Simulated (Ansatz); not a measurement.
B20 (FeSi-type) FeSi, treated with BLYP (PAW; Ansatz, a first-principles code).

Input:

Ansatz 0.2 input:
```yaml
crystal:
  lattice:
    - [4.4593314868, 0.0, 0.0]
    - [0.0, 4.4593314868, 0.0]
    - [0.0, 0.0, 4.4593314868]
  atoms:
    - { symbol: Fe, position: [0.8691429079, 0.6308570921, 0.3691429079] }
    - { symbol: Fe, position: [0.3691429079, 0.8691429079, 0.6308570921] }
    - { symbol: Fe, position: [0.1308570921, 0.1308570921, 0.1308570921] }
    - { symbol: Fe, position: [0.6308570921, 0.3691429079, 0.8691429079] }
    - { symbol: Si, position: [0.1617962547, 0.3382037453, 0.6617962547] }
    - { symbol: Si, position: [0.6617962547, 0.1617962547, 0.3382037453] }
    - { symbol: Si, position: [0.8382037453, 0.8382037453, 0.8382037453] }
    - { symbol: Si, position: [0.3382037453, 0.6617962547, 0.1617962547] }
basis:
  ecutwfc: 520
  ecutrho_ratio: 4
  xc_grid: 2
kpoints:
  mp_grid: { grid: [8, 8, 8] }
hamiltonian:
  xc: blyp
  dispersion: none
  pseudopotentials: { kind: paw }
scf:
  occupations: { method: fermi_dirac, width: 0.01 }
output:
  forces: true
  stress: true
  eigenvalues: true
relax:
  f_tol: 0.004
  escape_saddle: false
  max_steps: 80
```

Excerpt of the program's output:

```
WARN output.stress: scf.convergence.dr2_threshold = 1.6e-8 eV (the default of a walk held to its f_tol) is looser than the 8e-10 eV advised for a printed …
Relaxation: its limit of steps is 80 (relax.max_steps)
Crystal: 8 atoms, lattice volume = 88.677 Å³
Basis set: ecut = 520 eV, 2373 PW (Γ), exchange–correlation on 72×72×72 points (8 copies of the dense FFT grid, shifted against one another)
Bands: 48, of which v1, the nominal top of the filled ones, is band 40 counted from 1 (39 counted from 0)
Symmetry: 12 space group operations
Space group: P213 (ITA 198), of the structure as read, at distance tolerance 4.5e-5 Å
k-points: 45 of 512 (time reversal used)
Functional: x = b88, c = lyp
SCF iter   1: F=—  HF=-20512.235221 eV  |F-HF|=—  |Δ(HF+E_count)|=         —  Δρ=2.84e-2  dr2=5.51e-1
SCF iter   2: F=—  HF=-20512.163098 eV  |F-HF|=—  |Δ(HF+E_count)|=   7.21e-2  Δρ=8.63e-3  dr2=5.21e-2
  ...
SCF 1 converged in 7 iterations: F = -20512.154000 eV  dr2 = 1.59e-7
Crystal: 8 atoms, lattice volume = 88.677 Å³
Initial density: handed on by an earlier stage of this run
SCF 2 converged in 6 iterations: F = -20512.159627 eV  dr2 = 5.53e-9
Crystal: 8 atoms, lattice volume = 88.677 Å³
SCF 3 converged in 6 iterations: F = -20512.164527 eV  dr2 = 2.25e-8
Crystal: 8 atoms, lattice volume = 88.677 Å³
SCF iter   5: F=-20512.164527 eV  HF=-20512.164527 eV  |F-HF|=0.00e0  |Δ(HF+E_count)|=  7.28e-12  Δρ=6.62e-8  dr2=2.15e-12
SCF iter   6: F=-20512.164527 eV  HF=-20512.164527 eV  |F-HF|=1.46e-11  |Δ(HF+E_count)|=  1.09e-11  Δρ=3.31e-8  dr2=5.20e-13
SCF 4 converged in 6 iterations: F = -20512.164527 eV  dr2 = 5.20e-13
relax step   4: F+E_penalty+E_count = -20512.16452738 eV  Δ(F+E_penalty+E_count) = -6.210e-9 eV  max|allowed force component| = 2.044e-3 eV/Å  Δτ_max = 0.0000 Å  (6 SCF iters, accepted)
SCF converged after 6 iterations
Free energy (F): -20512.164527 eV
Internal energy: -20512.164525 eV  (E = F + TS)
E sigma→0 (E₀):  -20512.164526 eV
Fermi energy:    17.051093 eV
--- Forces (eV/Å), atoms counted from 1 ---
  atom   1  Fe    -0.00204367     0.00204367    -0.00204367
  atom   2  Fe    -0.00204367    -0.00204367     0.00204367
  atom   3  Fe     0.00204367     0.00204367     0.00204367
  atom   4  Fe     0.00204367    -0.00204367    -0.00204367
  atom   5  Si     0.00065576    -0.00065576     0.00065576
  atom   6  Si     0.00065576     0.00065576    -0.00065576
  atom   7  Si    -0.00065576    -0.00065576    -0.00065576
  atom   8  Si    -0.00065576     0.00065576     0.00065576
--- Stress (GPa, compression-positive) ---
        7.862565       0.000000      -0.000000
        0.000000       7.862565       0.000000
       -0.000000      -0.000000       7.862565
  P = ⅓ Tr σ = 7.8626 GPa (78.626 kbar)
```

The cell is one volume of an energy–volume scan, off the minimum.

The PAW data were made under PBE.

Cost on a shared machine: roughly 100 core-seconds.
